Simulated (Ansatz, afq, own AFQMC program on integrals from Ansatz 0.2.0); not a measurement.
**BH₄ (doublet): quantum Monte Carlo beside coupled cluster at distance B1–H4 along a hydrogen transfer = 1.194 Å, cc-pVTZ**

How near does AFQMC come to the top of the ladder for BH₄ (doublet)?

Computed with Ansatz 0.2.0, Gaussian basis, and an in-house AFQMC program (afq) on its integrals; all values are calculated. Level: cc-pVTZ, frozen cores.

The runs, in order: PBE (unrestricted); r2SCAN (unrestricted); PBE0 (unrestricted); B3LYP (unrestricted); CCSD(T) on UHF; wB97M-V (unrestricted); B2PLYP (unrestricted); CCSDT(Q) on UHF; CCSD(T) on UHF; CCSD(T) on UHF; Phaseless AFQMC, CISD trial on UHF.

## (1) What is computed

The geometry derives from fragments relaxed apart (PBE0/def2-TZVP) and kept rigid, so it is no stationary point. A hydrogen atom is moved between rigid fragments.

5 atoms, charge 0, spin multiplicity 2.

Atoms are counted from 1 here; the program's logs count them from 0.

Bond lengths: B1–H2 1.193 Å, B1–H3 1.193 Å, B1–H4 1.193 Å. Angles: H2–B1–H3 120.0°, H2–B1–H4 120.0°, H3–B1–H4 120.0°.

As a file:

```xyz
5

B    -0.1663    0.0000    0.0000
H    -0.7630    1.0336    0.0000
H    -0.7630   -1.0336    0.0000
H     1.0272    0.0000    0.0000
H     2.2827    0.0000    0.0000
```

## (2) PBE (unrestricted)

The input, in.yaml:

```yaml
crystal:
  periodic: [false, false, false]
  atoms:
    - {symbol: B, position_ang: [-0.166306, 0.000000, 0.000000]}
    - {symbol: H, position_ang: [-0.763040, 1.033571, 0.000000]}
    - {symbol: H, position_ang: [-0.763040, -1.033571, 0.000000]}
    - {symbol: H, position_ang: [1.027159, 0.000000, 0.000000]}
    - {symbol: H, position_ang: [2.282694, 0.000000, 0.000000]}
basis:
  gaussian: {orbitals: cc-pVTZ}
magnetization: {spin_polarized: true, initial_magnetization: 1}
hamiltonian: {xc: {name: PBE}}
output: {orbitals: {seedname: orbitals}}
```

Started as:

```bash
$ ansatz run in.yaml --threads 1 --pin off --events-out ev --progress --plain --max-ram 8192MiB --backend cpu
```

The program printed:

```text
Functional definition: PBE
  name "PBE"
  cite "Perdew, Burke & Ernzerhof, Phys. Rev. Lett. 77, 3865 (1996) doi:10.1103/PhysRevLett.77.3865"
  parent pbe
  parameter kappa = 0.804
  parameter beta = 0.06672455060314922
  exchange = pbe_x(kappa = kappa, mu = beta*pi^2/3)
  correlation = pbe_c(beta = beta)
452 factors; their error is unknown
mean field evaluation 1: about -734.4001 eV, gradient 1.4e1 eV
mean field evaluation 2: about -734.5891 eV, gradient 1.3e1 eV
mean field evaluation 4: about -735.9190 eV, gradient 1.9e-1 eV
mean field evaluation 8: about -735.9057 eV, gradient 2.6e-1 eV
mean field evaluation 16: about -735.9058 eV, gradient 3.9e-5 eV
mean field -735.90584864 eV, -27.0440411225 hartree, gradient 3.9e-5 eV, S^2 0.752394; 0 other end points of the search recorded, 0 dependent functions left out
reference -735.90588228 eV, -27.0440423590 hartree; 5, 4 occupied and 81, 82 virtual orbitals, 452 factors
Total energy: -735.90588228 eV, -27.0440423590 hartree
```

It took 0.94 s on 1 thread of AMD EPYC 7R13 (Zen 3), shared host; peak memory 0.72 GiB.

From the report: ⟨S²⟩ of the determinant 0.752 (pure doublet: 0.75).

## (3) r2SCAN (unrestricted)

Changes to in.yaml since step 2:

```diff
@@ -11,3 +11,2 @@
 magnetization: {spin_polarized: true, initial_magnetization: 1}
-hamiltonian: {xc: {name: PBE}}
-output: {orbitals: {seedname: orbitals}}
+hamiltonian: {xc: {name: r2SCAN}}
```

Launched as before.

The program printed:

```text
Functional definition: r2SCAN
  name "r2SCAN"
  cite "Furness, Kaplan, Ning, Perdew & Sun, J. Phys. Chem. Lett. 11, 8208 (2020) doi:10.1021/acs.jpclett.0c02405"
  cite "Furness, Kaplan, Ning, Perdew & Sun, J. Phys. Chem. Lett. 11, 9248 (2020) doi:10.1021/acs.jpclett.0c03077"
  parent r2scan
  parameter k0 = 0.174
  parameter k1 = 0.065
  parameter a1 = 4.9479
  exchange = r2scan_x(k0 = k0, k1 = k1, a1 = a1)
  correlation = r2scan_c
452 factors; their error is unknown
mean field evaluation 1: about -735.8631 eV, gradient 1.2e1 eV
mean field evaluation 2: about -736.3077 eV, gradient 9.2e0 eV
mean field evaluation 4: about -736.9237 eV, gradient 1.4e-1 eV
mean field evaluation 8: about -736.9101 eV, gradient 3.1e-2 eV
mean field -736.91008497 eV, -27.0809461269 hartree, gradient 6.5e-5 eV, S^2 0.754331; 0 other end points of the search recorded, 0 dependent functions left out
reference -736.91009768 eV, -27.0809465940 hartree; 5, 4 occupied and 81, 82 virtual orbitals, 452 factors
Total energy: -736.91009768 eV, -27.0809465940 hartree
```

It took 1.5 s on 1 thread of AMD EPYC 7R13 (Zen 3), shared host; peak memory 0.72 GiB.

From the report: ⟨S²⟩ of the determinant 0.754 (pure doublet: 0.75).

## (4) PBE0 (unrestricted)

Changes to in.yaml since step 3:

```diff
@@ -11,2 +11,3 @@
 magnetization: {spin_polarized: true, initial_magnetization: 1}
-hamiltonian: {xc: {name: r2SCAN}}
+hamiltonian: {xc: {name: PBE0}}
+output: {orbitals: {seedname: orbitals}}
```

Same command.

The program printed:

```text
Functional definition: PBE0
  name "PBE0"
  cite "Adamo & Barone, J. Chem. Phys. 110, 6158 (1999) doi:10.1063/1.478522"
  cite "Perdew, Burke & Ernzerhof, Phys. Rev. Lett. 77, 3865 (1996) doi:10.1103/PhysRevLett.77.3865"
  parent pbe
  parameter a = 0.25
  parameter kappa = 0.804
  parameter beta = 0.06672455060314922
  exchange = (1 - a)*pbe_x(kappa = kappa, mu = beta*pi^2/3) + a*exact_x
  correlation = pbe_c(beta = beta)
452 factors; their error is unknown
mean field evaluation 1: about -735.5519 eV, gradient 9.9e0 eV
mean field evaluation 2: about -736.0221 eV, gradient 5.8e0 eV
mean field evaluation 4: about -736.2698 eV, gradient 1.7e-1 eV
mean field evaluation 8: about -736.2619 eV, gradient 2.3e-2 eV
mean field -736.26193233 eV, -27.0571269569 hartree, gradient 3.6e-5 eV, S^2 0.753512; 0 other end points of the search recorded, 0 dependent functions left out
reference -736.26195753 eV, -27.0571278829 hartree; 5, 4 occupied and 81, 82 virtual orbitals, 452 factors
Total energy: -736.26195753 eV, -27.0571278829 hartree
```

Wall time 0.85 s (1 thread of AMD EPYC 7R13 (Zen 3), shared host); peak memory 0.72 GiB.

From the report: ⟨S²⟩ of the determinant 0.754 (pure doublet: 0.75).

## (5) B3LYP (unrestricted)

Changes to in.yaml since step 4:

```diff
@@ -11,3 +11,2 @@
 magnetization: {spin_polarized: true, initial_magnetization: 1}
-hamiltonian: {xc: {name: PBE0}}
-output: {orbitals: {seedname: orbitals}}
+hamiltonian: {xc: {name: B3LYP}}
```

Same command.

The program printed:

```text
Functional definition: B3LYP
  name "B3LYP"
  cite "Stephens, Devlin, Chabalowski & Frisch, J. Phys. Chem. 98, 11623 (1994) doi:10.1021/j100096a001"
  cite "Becke, Phys. Rev. A 38, 3098 (1988) doi:10.1103/PhysRevA.38.3098"
  cite "Lee, Yang & Parr, Phys. Rev. B 37, 785 (1988) doi:10.1103/PhysRevB.37.785"
  cite "Vosko, Wilk & Nusair, Can. J. Phys. 58, 1200 (1980) doi:10.1139/p80-159"
  parameter a0 = 0.2
  parameter ax = 0.72
  parameter ac = 0.81
  exchange = (1 - a0 - ax)*slater_x + ax*b88_x + a0*exact_x
  correlation = (1 - ac)*vwn_rpa_c + ac*lyp_c
452 factors; their error is unknown
mean field evaluation 1: about -737.0048 eV, gradient 1.1e1 eV
mean field evaluation 2: about -737.5024 eV, gradient 7.7e0 eV
mean field evaluation 4: about -737.9371 eV, gradient 1.4e-1 eV
mean field evaluation 8: about -737.9272 eV, gradient 2.5e-2 eV
mean field -737.92716146 eV, -27.1183229987 hartree, gradient 3.8e-5 eV, S^2 0.753105; 0 other end points of the search recorded, 0 dependent functions left out
reference -737.92736732 eV, -27.1183305637 hartree; 5, 4 occupied and 81, 82 virtual orbitals, 452 factors
Total energy: -737.92736732 eV, -27.1183305637 hartree
```

It took 0.85 s on 1 thread of AMD EPYC 7R13 (Zen 3), shared host; peak memory 0.72 GiB.

From the report: ⟨S²⟩ of the determinant 0.753 (pure doublet: 0.75).

## (6) CCSD(T) on UHF

Changes to in.yaml since step 5:

```diff
@@ -11,2 +11,2 @@
 magnetization: {spin_polarized: true, initial_magnetization: 1}
-hamiltonian: {xc: {name: B3LYP}}
+correlation: {method: ccsd_t, electrons: outside_noble_gas, hamiltonian_folder: ham}
```

Started as:

```bash
$ ansatz run in.yaml --threads 1 --pin off --events-out ev --progress --plain --max-ram 24576MiB --backend cuda --devices 0, --max-vram 18GiB
```

The program printed, cut to the lines that bear on the results:

```text
Functional definition: HF
  name "HF"
  cite "Fock, Z. Phys. 61, 126 (1930) doi:10.1007/BF01340294"
  parent pbe
[...]
469 factors; integrals over basis functions are off by at most 1.7e-3 eV
[...]
mean field -731.39058387 eV, -26.8781082030 hartree, gradient 1.4e-6 eV, S^2 0.757700; 0 other end points of the search recorded, 0 dependent functions left out
1 core orbitals not correlated: weight in the atoms' cores, before any rotation towards them, 1.000 or more for the frozen orbitals, at most 0.000 for the correlated occupied ones
reference -731.39058387 eV, -26.8781082030 hartree; 4, 3 occupied and 81, 82 virtual orbitals, 469 factors
second order -3.25286765 eV of doubles, -0.00000000 eV of singles
cycle   1  -3.71780888 eV  change   -4.6e-1 eV  update   4.6e-2
[...]
cycle   9  -3.89887856 eV  change    3.2e-6 eV  update   5.7e-6
perturbative correction -0.08057011 eV, -0.0029608968 hartree
Total energy: -735.37003254 eV, -27.0243502442 hartree
```

Run time: 7 s. Hardware: 1 × NVIDIA H100 80GB HBM3 with 1 thread of AMD EPYC 7R13 (Zen 3), shared host; peak host memory 0.8 GiB.

From the report: ⟨S²⟩ of the determinant 0.758 (pure doublet: 0.75); correlation -3.9794 eV; T1 0.010; largest double amplitude 0.04.

This run also writes the integrals to the folder ham.

## (7) wB97M-V (unrestricted)

Changes to in.yaml since step 6:

```diff
@@ -11,2 +11,3 @@
 magnetization: {spin_polarized: true, initial_magnetization: 1}
-correlation: {method: ccsd_t, electrons: outside_noble_gas, hamiltonian_folder: ham}
+hamiltonian: {xc: {name: wB97M-V}}
+output: {orbitals: {seedname: orbitals}}
```

Started as:

```bash
$ ansatz run in.yaml --threads 1 --pin off --events-out ev --progress --plain --max-ram 8192MiB --backend cpu
```

The program printed, cut to the lines that bear on the results:

```text
Functional definition: wB97M-V
  name "wB97M-V"
  cite "Mardirossian & Head-Gordon, J. Chem. Phys. 144, 214110 (2016) doi:10.1063/1.4952647"
  cite "Becke, J. Chem. Phys. 107, 8554 (1997) doi:10.1063/1.475007"
  cite "Vydrov & Van Voorhis, J. Chem. Phys. 133, 244103 (2010) doi:10.1063/1.3521275"
  # Of w^i u^j: cxij and so on, Table III.
[...]
  gx(w, u) = 1 - cx + cx01*u + cx10*w
  gss(w, u) = css00 + css04*u^4 + css10*w + css20*w^2 + css43*w^4*u^3
  gos(w, u) = cos00 + cos10*w + (cos20 + cos21*u)*w^2 + (cos60 + cos61*u)*w^6
[...]
      + integral(e_c_pw_mod_opposite_spin*gos(b97_w_opposite, b97_u_opposite)) + vv10(b, c)
452 factors; their error is unknown
123 factors; integrals over basis functions are off by at most 1.9e-5 eV
[...]
mean field -736.45632915 eV, -27.0642709081 hartree, gradient 3.5e-5 eV, S^2 0.752127; 0 other end points of the search recorded, 0 dependent functions left out
reference -736.45636901 eV, -27.0642723732 hartree; 5, 4 occupied and 81, 82 virtual orbitals, 452 factors
Total energy: -736.45636901 eV, -27.0642723732 hartree
```

Run time: 2.5 s. Hardware: 1 thread of AMD EPYC 7R13 (Zen 3), shared host; peak memory 0.72 GiB.

From the report: ⟨S²⟩ of the determinant 0.752 (pure doublet: 0.75).

## (8) B2PLYP (unrestricted)

Changes to in.yaml since step 7:

```diff
@@ -11,3 +11,3 @@
 magnetization: {spin_polarized: true, initial_magnetization: 1}
-hamiltonian: {xc: {name: wB97M-V}}
-output: {orbitals: {seedname: orbitals}}
+hamiltonian: {xc: {name: B2PLYP}}
+correlation: {electrons: outside_noble_gas}
```

Launched as before.

The program printed, cut to the lines that bear on the results:

```text
Functional definition: B2PLYP
  name "B2PLYP"
  cite "Grimme, J. Chem. Phys. 124, 034108 (2006) doi:10.1063/1.2148954"
  cite "Becke, Phys. Rev. A 38, 3098 (1988) doi:10.1103/PhysRevA.38.3098"
  cite "Lee, Yang & Parr, Phys. Rev. B 37, 785 (1988) doi:10.1103/PhysRevB.37.785"
[...]
469 factors; integrals over basis functions are off by at most 1.7e-3 eV
[...]
mean field -735.50182812 eV, -27.0291936425 hartree, gradient 6.8e-6 eV, S^2 0.755096; 0 other end points of the search recorded, 0 dependent functions left out
1 core orbitals not correlated: weight in the atoms' cores, before any rotation towards them, 1.000 or more for the frozen orbitals, at most 0.000 for the correlated occupied ones
reference -735.50195756 eV, -27.0291983991 hartree; 4, 3 occupied and 81, 82 virtual orbitals, 469 factors
second order -3.96011042 eV of doubles, -0.00000000 eV of singles
Total energy: -736.57118737 eV, -27.0684918700 hartree
```

It took 1.1 s on 1 thread of AMD EPYC 7R13 (Zen 3), shared host; peak memory 0.72 GiB.

From the report: ⟨S²⟩ of the determinant 0.755 (pure doublet: 0.75).

## (9) CCSDT(Q) on UHF

Changes to in.yaml since step 8:

```diff
@@ -11,3 +11,2 @@
 magnetization: {spin_polarized: true, initial_magnetization: 1}
-hamiltonian: {xc: {name: B2PLYP}}
-correlation: {electrons: outside_noble_gas}
+correlation: {method: ccsdt_q, electrons: outside_noble_gas}
```

Started as:

```bash
$ ansatz run in.yaml --threads 1 --pin off --events-out ev --progress --plain --max-ram 24576MiB --backend cuda --devices 0, --max-vram 18GiB
```

The program printed, cut to the lines that bear on the results:

```text
Functional definition: HF
  name "HF"
  cite "Fock, Z. Phys. 61, 126 (1930) doi:10.1007/BF01340294"
  parent pbe
[...]
1041 factors; integrals over basis functions are off by at most 2.2e-7 eV
[...]
mean field -731.39058749 eV, -26.8781083361 hartree, gradient 1.4e-6 eV, S^2 0.757700; 0 other end points of the search recorded, 0 dependent functions left out
1 core orbitals not correlated: weight in the atoms' cores, before any rotation towards them, 1.000 or more for the frozen orbitals, at most 0.000 for the correlated occupied ones
reference -731.39058749 eV, -26.8781083361 hartree; 4, 3 occupied and 81, 82 virtual orbitals, 1041 factors
second order -3.25288559 eV of doubles, -0.00000000 eV of singles
cycle   1  -3.71778623 eV  change   -4.6e-1 eV  update   5.1e-2
[...]
cycle  14  -3.99351904 eV  change   -2.0e-9 eV  update   2.8e-7
perturbative correction -0.00158457 eV, -0.0000582318 hartree
Total energy: -735.38569110 eV, -27.0249256856 hartree
```

Wall time 9 s (1 × NVIDIA H100 80GB HBM3 with 1 thread of AMD EPYC 7R13 (Zen 3), shared host); peak host memory 0.83 GiB.

From the report: ⟨S²⟩ of the determinant 0.758 (pure doublet: 0.75); correlation -3.9951 eV; T1 0.011; largest double amplitude 0.04.

## (10) CCSD(T) on UHF

Changes to in.yaml since step 9:

```diff
@@ -9,4 +9,4 @@
 basis:
-  gaussian: {orbitals: cc-pVTZ}
+  gaussian: {orbitals: def2-TZVPP}
 magnetization: {spin_polarized: true, initial_magnetization: 1}
-correlation: {method: ccsdt_q, electrons: outside_noble_gas}
+correlation: {method: ccsd_t, electrons: outside_noble_gas}
```

Same command.

The program printed, cut to the lines that bear on the results:

```text
Functional definition: HF
  name "HF"
  cite "Fock, Z. Phys. 61, 126 (1930) doi:10.1007/BF01340294"
  parent pbe
[...]
484 factors; integrals over basis functions are off by at most 1.3e-3 eV
[...]
mean field -731.40539183 eV, -26.8786523853 hartree, gradient 3.4e-6 eV, S^2 0.757761; 0 other end points of the search recorded, 0 dependent functions left out
1 core orbitals not correlated: weight in the atoms' cores, before any rotation towards them, 1.000 or more for the frozen orbitals, at most 0.000 for the correlated occupied ones
reference -731.40539183 eV, -26.8786523853 hartree; 4, 3 occupied and 82, 83 virtual orbitals, 484 factors
second order -3.25020205 eV of doubles, -0.00000000 eV of singles
cycle   1  -3.71805805 eV  change   -4.7e-1 eV  update   4.6e-2
[...]
cycle   9  -3.89948952 eV  change    3.2e-6 eV  update   5.4e-6
perturbative correction -0.07995544 eV, -0.0029383083 hartree
Total energy: -735.38483679 eV, -27.0248942902 hartree
```

It took 6.5 s on 1 × NVIDIA H100 80GB HBM3 with 1 thread of AMD EPYC 7R13 (Zen 3), shared host; peak host memory 0.8 GiB.

From the report: ⟨S²⟩ of the determinant 0.758 (pure doublet: 0.75); correlation -3.9794 eV; T1 0.010; largest double amplitude 0.03.

## (11) CCSD(T) on UHF

Changes to in.yaml since step 10:

```diff
@@ -9,3 +9,3 @@
 basis:
-  gaussian: {orbitals: def2-TZVPP}
+  gaussian: {orbitals: "def2-QZVPP.json"}
 magnetization: {spin_polarized: true, initial_magnetization: 1}
```

Launched as before.

The program printed, cut to the lines that bear on the results:

```text
Functional definition: HF
  name "HF"
  cite "Fock, Z. Phys. 61, 126 (1930) doi:10.1007/BF01340294"
  parent pbe
[...]
1033 factors; integrals over basis functions are off by at most 1.3e-3 eV
[...]
mean field -731.45698307 eV, -26.8805483284 hartree, gradient 2.4e-6 eV, S^2 0.757883; 0 other end points of the search recorded, 0 dependent functions left out
1 core orbitals not correlated: weight in the atoms' cores, before any rotation towards them, 1.000 or more for the frozen orbitals, at most 0.000 for the correlated occupied ones
reference -731.45698307 eV, -26.8805483284 hartree; 4, 3 occupied and 172, 173 virtual orbitals, 1033 factors
second order -3.44545808 eV of doubles, -0.00000000 eV of singles
cycle   1  -3.85803307 eV  change   -4.1e-1 eV  update   4.6e-2
[...]
cycle   9  -4.04189094 eV  change    7.9e-6 eV  update   6.4e-6
perturbative correction -0.08845997 eV, -0.0032508439 hartree
Total energy: -735.58733398 eV, -27.0323359248 hartree
```

Run time: 5.5 s. Hardware: 1 × NVIDIA H100 80GB HBM3 with 1 thread of AMD EPYC 7R13 (Zen 3), shared host; peak host memory 0.82 GiB.

From the report: ⟨S²⟩ of the determinant 0.758 (pure doublet: 0.75); correlation -4.1304 eV; T1 0.011; largest double amplitude 0.03.

## (12) Phaseless AFQMC, CISD trial on UHF

It reads the integrals that the CCSD(T) run on this determinant wrote.

Started as:

```bash
$ afq ham --method phaseless --trial cisd --walkers 1900 --populations 20 --least-time 60 --time-step 0.005 --steps-per-block 50 --equilibration-blocks 28 --max-blocks 4000 --target-error 0.00016 --factor-cut 1e-05 --start spin_pure --seed 3913 --release-times 0.24,0.51,0.99,1.62,2.4 --release-step 0.03 --release-every 3 --taylor-order 6
```

The program printed:

```text
orbitals 85  electrons 4 3  factors 469 of 469
reference energy -26.87810820 Eh
CCSD correlation -0.14328119 Eh in 10 cycles, weight of the determinant in the CISD state 0.9351
energy of the start -27.021290 Eh
 block  time / (1/Eh)  mean weight  energy / Eh
     1     0.250  1.0004  -27.020795
     2     0.500  1.0001  -27.021674
     3     0.750  1.0002  -27.022447
     4     1.000  0.9999  -27.023090
     5     1.250  1.0005  -27.023499
     6     1.500  1.0000  -27.023887
     7     1.750  1.0001  -27.023943
     8     2.000  0.9996  -27.024158
     9     2.250  1.0001  -27.024285
    10     2.500  1.0000  -27.024066
    11     2.750  1.0005  -27.024446
    12     3.000  0.9999  -27.024643
    13     3.250  0.9999  -27.024731
    14     3.500  0.9997  -27.025000
    15     3.750  1.0004  -27.025029
    16     4.000  1.0001  -27.025008
    17     4.250  1.0000  -27.025081
    18     4.500  1.0001  -27.024909
    19     4.750  0.9998  -27.025338
    20     5.000  1.0003  -27.025142
    21     5.250  0.9996  -27.025064
    22     5.500  0.9996  -27.024980
    23     5.750  0.9998  -27.024809
    24     6.000  0.9999  -27.024734
    25     6.250  1.0002  -27.024767
    26     6.500  0.9998  -27.024899
    27     6.750  0.9992  -27.024966
    28     7.000  1.0002  -27.024904
    29     7.250  1.0000  -27.024044
    30     7.500  0.9999  -27.024720
    31     7.750  0.9998  -27.024630
    32     8.000  1.0003  -27.024426
    33     8.250  0.9998  -27.024505
    34     8.500  0.9999  -27.024360
    35     8.750  1.0004  -27.024600
    36     9.000  0.9998  -27.024763
    37     9.250  0.9998  -27.024994
    38     9.500  0.9994  -27.024971
    39     9.750  1.0001  -27.024839
    40    10.000  0.9999  -27.025199
    41    10.250  0.9999  -27.025118
    42    10.500  0.9999  -27.024930
    43    10.750  1.0003  -27.024727
    44    11.000  1.0001  -27.025191
    45    11.250  0.9999  -27.024918
    46    11.500  1.0000  -27.024806
    47    11.750  1.0001  -27.024974
    48    12.000  1.0000  -27.024931
    49    12.250  1.0001  -27.024773
    50    12.500  1.0000  -27.024652
    51    12.750  1.0001  -27.024859
    52    13.000  1.0002  -27.024488
    53    13.250  0.9999  -27.024876
    54    13.500  0.9999  -27.024938
    55    13.750  0.9995  -27.024808
    56    14.000  1.0000  -27.024495
    57    14.250  1.0000  -27.024875
    58    14.500  0.9999  -27.024892
    59    14.750  1.0003  -27.024552
    60    15.000  1.0005  -27.024792
    61    15.250  1.0003  -27.024704
    62    15.500  1.0004  -27.024782
    63    15.750  1.0001  -27.024785
    64    16.000  0.9996  -27.024786
    65    16.250  1.0002  -27.025084
    66    16.500  1.0005  -27.025066
    67    16.750  1.0000  -27.025168
    68    17.000  1.0002  -27.025015
    69    17.250  0.9997  -27.025312
    70    17.500  1.0002  -27.025361
    71    17.750  1.0002  -27.025183
    72    18.000  1.0004  -27.025395
    73    18.250  0.9999  -27.024839
    74    18.500  1.0000  -27.024786
    75    18.750  1.0001  -27.025151
    76    19.000  1.0000  -27.024963
    77    19.250  1.0001  -27.024942
    78    19.500  0.9997  -27.024762
error from the spread of 20 populations
released: time / (1/Eh)  energy / Eh  error  mean overlap
  0.24  -27.024802  0.000087  0.9968
  0.51  -27.024910  0.000063  0.9952
  0.99  -27.024980  0.000050  0.9867
  1.62  -27.024943  0.000052  0.9786
  2.40  -27.025025  0.000048  0.9710
energy -27.024855 +/- 0.000088 Eh
```

Run time: 35 s. Hardware: 1 × NVIDIA H100 80GB HBM3 with 2 threads of AMD EPYC 7R13 (Zen 3), shared host; peak host memory 1.6 GiB.

Energy -735.3838 ± 0.0024 eV. Caveats: constraint bias not in the error.

## (13) AFQMC on the ladder

On the UHF determinant, counted from CCSDT(Q) (a yardstick, not exact):

```tsv
level	energy (eV)	from CCSDT(Q) (kcal/mol)	statistical error (kcal/mol)	time
HF	-731.3906	+92.13		
MP2	-734.6435	+17.12		
CCSD	-735.2895	+2.22		
CCSD(T)	-735.3700	+0.36		
CCSDT(Q)	-735.3857	0.00		
Phaseless AFQMC, CISD trial, step 0.005, 1900 walkers	-735.3838	+0.04	0.06	35 s
```

The functionals' totals stand on their own zeros and serve differences with other points: PBE -735.906 eV; r2SCAN -736.910 eV; PBE0 -736.262 eV; B3LYP -737.927 eV; wB97M-V -736.456 eV; B2PLYP -736.571 eV.

## (14) Summary of results

```
                                        quantity                  value
                    CCSD(T) on UHF from CCSDT(Q)         +0.36 kcal/mol
Phaseless AFQMC, CISD trial on UHF from CCSDT(Q)  +0.04 ± 0.06 kcal/mol
```

In words: On UHF the phaseless walk with the CISD trial lies +0.04 kcal/mol from CCSDT(Q), within three error bars. Error bars are statistical and leave out the constraint, the time step and what remains of the start.
